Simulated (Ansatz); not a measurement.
**BeMgH2 (triplet): B2PLYP, RPA-PBE over a scan of the distance Mg2–H4, 6-31G**

How well do these functionals follow the top wave-function level for BeMgH2 (triplet) over a scan of the distance Mg2–H4?

The runs use Ansatz 0.2.0, Gaussian basis; 6-31G, all electrons in the functionals, frozen cores in the correlation of double hybrids and RPA.

The runs, in order: B2PLYP, RPA-PBE, at 1.369 Å; 1.533 Å; 1.710 Å; 1.860 Å; 2.056 Å; 2.366 Å; 2.734 Å; 3.239 Å; 3.706 Å; 4.726 Å; 5.779 Å.

20 further runs of the same task are left out: 13 that didn't finish, 7 set aside as unsound or not needed.

## (1) What is computed

The geometry derives from a PBE0/def2-TZVP stationary point (not a proven minimum). One bond is set to the value named and the two fragments are kept rigid.

4 atoms, charge 0, spin multiplicity 3.

Atoms are counted from 1 here; the program's logs count them from 0.

Bond lengths: Be1–H3 1.420 Å, Mg2–H3 2.008 Å, Mg2–H4 1.710 Å. Angles: H3–Mg2–H4 132.1°, Be1–H3–Mg2 95.7°.

No dispersion term is added.

The geometry shown and the zero of energy belong to the point 1.710 Å. The yardstick, FCI, and other wave-function levels (R restricted, U unrestricted, valence and pair active spaces) come from earlier runs.

## (2) B2PLYP, 1.369 Å

The input, in.yaml:

```yaml
crystal:
  periodic: [false, false, false]
  atoms:
    - {symbol: Be, position_ang: [0.000000, -0.061476, 1.904814]}
    - {symbol: Mg, position_ang: [0.000000, -0.034229, -0.666263]}
    - {symbol: H, position_ang: [0.000000, 1.051610, 1.022374]}
    - {symbol: H, position_ang: [0.000000, 0.323435, -1.987716]}
basis:
  gaussian: {orbitals: 6-31G}
magnetization: {spin_polarized: true, initial_magnetization: 2}
hamiltonian: {xc: {name: B2PLYP}}
correlation: {electrons: outside_noble_gas}
```

The run is started by

```
> ansatz run in.yaml --threads 1 --pin off --events-out ev --progress --plain --max-ram 2393MiB
```

The runs that follow: B2PLYP, 1.533 Å; B2PLYP, 1.710 Å; B2PLYP, 1.860 Å; B2PLYP, 2.056 Å; B2PLYP, 2.366 Å; B2PLYP, 2.734 Å; B2PLYP, 3.239 Å; B2PLYP, 3.706 Å; B2PLYP, 4.726 Å; B2PLYP, 5.779 Å; RPA-PBE, 1.369 Å; RPA-PBE, 1.533 Å; RPA-PBE, 1.710 Å; RPA-PBE, 1.860 Å; RPA-PBE, 2.056 Å; RPA-PBE, 2.366 Å; RPA-PBE, 2.734 Å; RPA-PBE, 3.239 Å; RPA-PBE, 3.706 Å; RPA-PBE, 4.726 Å; RPA-PBE, 5.779 Å.

**Question.** What will the summary of the whole plan be? Wanted: span of the FCI curve; largest miss, B2PLYP; largest miss, RPA-PBE.

**Answer**, as computed:

| quantity | value |
| --- | --- |
| span of the FCI curve | 37.6 kcal/mol |
| largest miss, B2PLYP | +8.6 kcal/mol (5.779 Å) |
| largest miss, RPA-PBE | -1.0 kcal/mol (5.779 Å) |

In words: Of the functionals, RPA-PBE keep the smallest largest miss at the points compared (at most 1.0 kcal/mol) and B2PLYP strays most (8.6 kcal/mol, at 5.779 Å). Functionals and the yardstick converge differently with the basis, so part of each miss in 6-31G is the basis.
